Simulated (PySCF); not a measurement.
A side-by-side comparison of computed properties.

First species: C₄H₇N.
SMILES: `[H]/N=C\C1CC1`

Second species: isobutyronitrile, C₄H₇N.
Numbering: `[CH3:1][CH:2]([CH3:3])[C:4]#[N:5]` (hydrogens: H6, H7, H8 on C1; H9 on C2; H10, H11, H12 on C3)

Levels: PBE0/def2-SVPD for dipole moment, HOMO energy, LUMO energy, HOMO–LUMO gap, static isotropic polarisability and electronic spatial extent ⟨r²⟩ about the centre of nuclear charge; TDDFT PBE0/def2-SVPD for lowest singlet excitation; TDA PBE0/def2-SVPD for lowest triplet excitation (Tamm–Dancoff); ΔSCF PBE0/def2-SVPD for vertical ionisation energy; PBE0-D3(BJ)/def2-SVP for rotational constant A and rotational constant C. Geometries: PBE0-D3(BJ)/def2-SVP. All species are isolated and taken at one optimised geometry, non-relativistic unless stated; the electronic structure was computed with PySCF and density fitting.

The conformers computed, where there is a choice (atom-mapped SMILES and torsion angles):
- `[H]/[N:1]=[CH:2]\[CH:3]1[CH2:4][CH2:5]1`: N1–C2–C3–C4 -26°

| property | column X | column Y |
| --- | --- | --- |
| dipole moment | 4.16 D | 2.88 D |
| HOMO energy | -9.25 eV | -7.55 eV |
| LUMO energy | 0.25 eV | -0.31 eV |
| HOMO–LUMO gap | 9.50 eV | 7.24 eV |
| lowest singlet excitation | 7.69 eV | 5.28 eV |
| lowest triplet excitation (Tamm–Dancoff) | 6.26 eV | 4.46 eV |
| static isotropic polarisability | 52.8 au | 53.6 au |
| vertical ionisation energy | 11.53 eV | 9.79 eV |
| electronic spatial extent ⟨r²⟩ about the centre of nuclear charge | 461 bohr² | 407 bohr² |
| rotational constant A | 7.961 GHz | 11.316 GHz |
| rotational constant C | 2.901 GHz | 3.668 GHz |

Q: Which column belongs to which species?

A: Column X is the second species and column Y the first. The first has 12 atoms and 38 electrons, the second 12 and 38.

Q: How does each property change from the first species to the second?

A: dipole moment +1.28 D; HOMO energy -1.70 eV; LUMO energy +0.56 eV; HOMO–LUMO gap +2.26 eV; lowest singlet excitation +2.41 eV; lowest triplet excitation (Tamm–Dancoff) +1.80 eV; static isotropic polarisability -0.8 au; vertical ionisation energy +1.74 eV; electronic spatial extent ⟨r²⟩ about the centre of nuclear charge +54 bohr²; rotational constant A -3.355 GHz; rotational constant C -0.767 GHz.

On the first: The 10 singlets span 5.28 to 8.48 eV, and their oscillator strengths add up to 0.35. The polarisability is 7.94 Å³ as a volume (1 au = 0.148185 Å³), or 1.41 au for each of the 38 electrons.

On the second: The vertical singlet–triplet gap S1 − T1 is 1.43 eV (TDDFT singlet less Tamm–Dancoff triplet; S1: HOMO→LUMO+1, weight 0.31, beside HOMO−1→LUMO, weight 0.30; T1: HOMO−1→LUMO+1, weight 0.32, beside HOMO→LUMO+2, weight 0.28). The principal polarisabilities are 44.7, 50.8 and 63.0 au; their mean is the isotropic value.
